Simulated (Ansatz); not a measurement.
**C₆H₁₄O: taking an electron away**

The task here is to estimate one member of a computed series from the others.

Method: unrestricted cation, the program's frozen cores in correlated methods; program: Ansatz 0.2.0, Gaussian basis.

Levels to be run: UKS PBE-D4/def2-TZVPP; UKS r2SCAN-D4/def2-TZVPP; UKS PBE0-D4/def2-TZVPP; UKS B3LYP-D4/def2-TZVPP; UKS wB97X-V/def2-TZVPP; UKS wB97M-V/def2-TZVPP; UKS B2PLYP/def2-TZVPP; UHF-MP2/def2-TZVPP; UHF-MP2/def2-QZVPP; then −ε(HOMO) from the neutral's earlier runs with LDA (SPW92), PBE-D4, revPBE-D4, BLYP-D4, r2SCAN-D4, B97M-V, PBE0-D4, B3LYP-D4, r2SCANh-D4, r2SCAN0-D4, HSE06-D4, BHLYP-D4, CAM-B3LYP-D4, LC-ωPBE, ωB97X-V, ωB97M-V.

1 further run of the same task is left out (it didn't finish). Runs told in other sessions of the task aren't counted.

### The geometry

An earlier PBE0-D4 in a triple-zeta def2 set relaxation fixed the geometry.

SMILES `CCOC(C)(C)C`, 21 atoms, charge 0, spin multiplicity 1.

Atoms are counted from 1 here; the program's logs count them from 0.

Bond lengths: C1–C2 1.509 Å, C1–H8 1.092 Å, C1–H9 1.092 Å, C1–H10 1.092 Å, C2–O3 1.406 Å, C2–H11 1.099 Å, C2–H12 1.099 Å, O3–C4 1.427 Å, C4–C5 1.524 Å, C4–C6 1.519 Å, C4–C7 1.525 Å, C5–H13 1.092 Å, C5–H14 1.092 Å, C5–H15 1.092 Å, C6–H16 1.092 Å, C6–H17 1.092 Å, C6–H18 1.092 Å, C7–H19 1.092 Å and more. Angles: C2–C1–H8 110.5°, C2–C1–H9 110.5°, C2–C1–H10 110.5°, H8–C1–H9 108.2°, H8–C1–H10 108.5°, H9–C1–H10 108.5°, C1–C2–O3 107.7°, C1–C2–H11 109.9°, C1–C2–H12 109.9°, O3–C2–H11 111.0°, O3–C2–H12 111.0°, H11–C2–H12 107.3°, C2–O3–C4 117.9°, O3–C4–C5 111.2°, O3–C4–C6 103.7°, O3–C4–C7 111.1°, C5–C4–C6 110.0°, C5–C4–C7 110.7° and more.

Set-up of the first run:

in.yaml reads:

```yaml
crystal:
  periodic: [false, false, false]
  atoms:
    - {symbol: C, position_ang: [1.066408, -2.085641, -1.687181]}
    - {symbol: C, position_ang: [0.751864, -0.683943, -1.225367]}
    - {symbol: O, position_ang: [0.013749, -0.781561, -0.033273]}
    - {symbol: C, position_ang: [-0.385763, 0.430262, 0.605801]}
    - {symbol: C, position_ang: [-1.294701, 1.255448, -0.298031]}
    - {symbol: C, position_ang: [-1.157154, -0.043014, 1.825785]}
    - {symbol: C, position_ang: [0.826322, 1.246721, 1.040123]}
    - {symbol: H, position_ang: [0.146197, -2.646443, -1.862194]}
    - {symbol: H, position_ang: [1.650176, -2.615535, -0.931965]}
    - {symbol: H, position_ang: [1.640457, -2.061668, -2.616283]}
    - {symbol: H, position_ang: [1.684194, -0.124875, -1.067412]}
    - {symbol: H, position_ang: [0.180482, -0.154848, -2.000245]}
    - {symbol: H, position_ang: [-2.125065, 0.644199, -0.658691]}
    - {symbol: H, position_ang: [-0.758807, 1.658067, -1.160070]}
    - {symbol: H, position_ang: [-1.706402, 2.101833, 0.256072]}
    - {symbol: H, position_ang: [-1.520136, 0.805489, 2.409264]}
    - {symbol: H, position_ang: [-0.515042, -0.656415, 2.460825]}
    - {symbol: H, position_ang: [-2.011856, -0.648452, 1.517935]}
    - {symbol: H, position_ang: [1.376723, 1.648230, 0.186777]}
    - {symbol: H, position_ang: [1.504874, 0.629106, 1.632768]}
    - {symbol: H, position_ang: [0.508780, 2.093543, 1.652463]}
basis:
  gaussian: {orbitals: def2-TZVPP}
total_charge: 1
magnetization: {spin_polarized: true, initial_magnetization: 1}
hamiltonian: {xc: pbe, dispersion: d4}
```

The run is started by

```sh
> ansatz run in.yaml --threads 2 --pin off --events-out ev --progress --plain --max-ram 22528MiB --backend cuda --devices 0, --max-vram 18GiB
```

Steps of the session up to this table: Cation, UKS PBE-D4/def2-TZVPP; Cation, UKS r2SCAN-D4/def2-TZVPP; Cation, UKS PBE0-D4/def2-TZVPP; Cation, UKS B3LYP-D4/def2-TZVPP; Cation, UKS wB97X-V/def2-TZVPP; Cation, UKS wB97M-V/def2-TZVPP; Cation, UKS B2PLYP (frozen core)/def2-TZVPP; Cation, UHF-MP2/def2-TZVPP; Cation, UHF-MP2/def2-QZVPP.

One table of the session follows, with a row left open; its other results are not shown here.

It belongs to the step «Ionisation energies side by side». For comparison, −ε(HOMO) of the neutral from earlier runs:

```
  functional  −ε(HOMO) (eV)
 LDA (SPW92)           5.77
      PBE-D4           5.64
   revPBE-D4           5.57
     BLYP-D4              ?
   r2SCAN-D4           5.94
      B97M-V           6.14
     PBE0-D4           7.19
    B3LYP-D4           6.97
  r2SCANh-D4           6.53
  r2SCAN0-D4           7.42
    HSE06-D4           6.79
    BHLYP-D4           8.73
CAM-B3LYP-D4           8.65
     LC-ωPBE           9.93
     ωB97X-V           9.66
     ωB97M-V           9.61
```

Estimate the missing values for BLYP-D4.

Worked estimate for «−ε(HOMO) (eV)». Against the share of exact exchange, B3LYP-D4 (0.2, 6.97), BHLYP-D4 (0.5, 8.73) give a slope of 5.87 per unit share; at 0 the line stands at 5.80.

The run gave: −ε(HOMO) (eV): 5.56. In «−ε(HOMO) (eV)» the line misses by +0.24.
